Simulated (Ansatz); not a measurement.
**BH₃+ (quartet): wave-function methods side by side, cc-pVTZ**

Aim: climb from Hartree-Fock through coupled cluster for BH₃+ (quartet) at one geometry and basis, and see what each rung misses.

The runs use Ansatz 0.2.0, Gaussian basis; cc-pVTZ, core rule «outside noble gas», up to 1 orbitals frozen.

The runs, in order: UHF; CCSD(T) on ROHF; CCSD(T) on UHF; BCCD(T) on ROHF; CCSDT(Q) on ROHF; CCSDT(Q) on UHF.

14 further runs of the same task are left out: 2 for a known fault of the program, 8 that didn't finish, 4 set aside as unsound or not needed.

## Step 1: What is computed

The geometry is a PBE0/def2-TZVP stationary point (not a proven minimum) of the parent state, kept for this charge and spin.

4 atoms, charge 1, spin multiplicity 4.

Atoms are counted from 1 here; the program's logs count them from 0.

Bond lengths: B1–H2 1.276 Å, B1–H3 1.174 Å, B1–H4 1.276 Å. Angles: H2–B1–H3 145.8°, H2–B1–H4 68.5°, H3–B1–H4 145.8°.

## Step 2: UHF

Input file in.yaml:

```yaml
crystal:
  periodic: [false, false, false]
  atoms:
    - {symbol: B, position_ang: [0.000000, 0.000000, 0.068140]}
    - {symbol: H, position_ang: [0.000000, 0.717784, -0.986606]}
    - {symbol: H, position_ang: [0.000000, 0.000000, 1.242354]}
    - {symbol: H, position_ang: [0.000000, -0.717784, -0.986606]}
basis:
  gaussian: {orbitals: cc-pVTZ}
total_charge: 1
magnetization: {spin_polarized: true, initial_magnetization: 3}
hamiltonian: {xc: hf}
output: {orbitals: {seedname: orbitals}}
```

Launch:

```sh
> ansatz run in.yaml --threads 1 --pin off --events-out ev --progress --plain --max-ram 2393MiB
```

After this run come: CCSD(T) on ROHF; CCSD(T) on UHF; BCCD(T) on ROHF; CCSDT(Q) on ROHF; CCSDT(Q) on UHF.

**Question.** What will the summary of the whole plan be? Wanted: UCCSDT(Q) below the RHF energy; RMP2 from UCCSDT(Q); UMP2 from UCCSDT(Q); RCCSD from UCCSDT(Q); RCCSD(T) from UCCSDT(Q); UCCSD(T) from UCCSDT(Q); RCCSDT(Q) from UCCSDT(Q); T1 diagnostic.

The runs gave:

```
                         quantity                                                   value
   UCCSDT(Q) below the RHF energy                                              -2.6088 eV
              RMP2 from UCCSDT(Q)                                              +598.6 meV
              UMP2 from UCCSDT(Q)                                              +625.1 meV
             RCCSD from UCCSDT(Q)                                              +109.6 meV
          RCCSD(T) from UCCSDT(Q)                                               +25.2 meV
          UCCSD(T) from UCCSDT(Q)                                               +24.1 meV
         RCCSDT(Q) from UCCSDT(Q)                                                +1.9 meV
levels within 1 kcal/mol (43 meV)  RCCSD(T), UCCSD(T), BCCD(T), RCCSDT, UCCSDT, RCCSDT(Q)
                    T1 diagnostic                                                   0.048
```

What this shows: RCCSD(T) misses by +25.2 meV, 1.0 % of the correlation energy. These misses are within one basis, not against nature; the frozen cores of restricted and unrestricted runs differ, which can shift their rows.
